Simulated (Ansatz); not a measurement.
The input, for Ansatz 0.2.0:

```yaml
crystal:
  periodic: [false, false, false]
  atoms:
    - {symbol: Ge, position_ang: [0.055027, 0.002048, 0.303304]}
    - {symbol: C, position_ang: [-0.202129, 0.010422, -1.607496]}
    - {symbol: H, position_ang: [-0.709578, 1.235887, 0.904883]}
    - {symbol: H, position_ang: [-0.626468, -1.335161, 0.923097]}
    - {symbol: H, position_ang: [0.741390, -0.096404, -2.323370]}
    - {symbol: H, position_ang: [-0.962427, -0.076142, -2.208003]}
basis:
  gaussian: {orbitals: "6-31G*"}
magnetization: {spin_polarized: false, initial_magnetization: 2}
correlation: {method: mp2, electrons: outside_noble_gas}
output: {forces: true}
```

```sh
$ ansatz run in.yaml --threads 1 --pin off --events-out ev --progress --plain --max-ram 2393MiB
```

The program prints:

```
581 factors; integrals over basis functions are off by at most 7.4e-4 eV
mean field evaluation 1: about -57554.9997 eV, gradient 1.5e1 eV
mean field evaluation 2: about -57555.0158 eV, gradient 1.5e1 eV
mean field evaluation 4: about -57556.2954 eV, gradient 2.4e0 eV
mean field evaluation 8: about -57556.3204 eV, gradient 1.6e-1 eV
mean field -57556.32051935 eV, -2115.1557660108 hartree, gradient 2.3e-6 eV, S^2 2.000000; 0 other end points of the search recorded, 0 dependent functions left out
mean field evaluation 16: about -57556.4118 eV, gradient 2.0e0 eV
15 core orbitals not correlated: weight in the atoms' cores, before any rotation towards them, 0.999 or more for the frozen orbitals, at most 0.000 for the correlated occupied ones
reference -57556.32051935 eV, -2115.1557660108 hartree; 7, 5 occupied and 36, 38 virtual orbitals, 581 factors
second order -4.75284944 eV of doubles, -0.08152227 eV of singles
the calculation of the forces begins
Total energy: -57561.15489106 eV, -2115.3334258944 hartree
Atom 0 at     0.055027     0.002048     0.303304 Å, force    -1.119471    -0.535970     0.297535 eV/Å
Atom 1 at    -0.202129     0.010422    -1.607496 Å, force     7.357997     0.004421     0.679118 eV/Å
Atom 2 at    -0.709578     1.235887     0.904883 Å, force     0.226786    -0.142948     0.063589 eV/Å
Atom 3 at    -0.626468    -1.335161     0.923097 Å, force     0.502570     0.721001    -0.241251 eV/Å
Atom 4 at     0.741390    -0.096404    -2.323370 Å, force    -1.722144     0.343339     1.955221 eV/Å
Atom 5 at    -0.962427    -0.076142    -2.208003 Å, force    -5.245737    -0.389843    -2.754211 eV/Å
Dipole moment:     0.031815    -0.012200    -0.112411 e Å
```

Forces (eV/Å):
```
Ge  -1.119 -0.536  0.298
C    7.358  0.004  0.679
H    0.227 -0.143  0.064
H    0.503  0.721 -0.241
H   -1.722  0.343  1.955
H   -5.246 -0.390 -2.754
```

Ran on 1 thread of Arm Neoverse V2, shared host: 1.8 s wall, 0.11 GiB peak host memory.
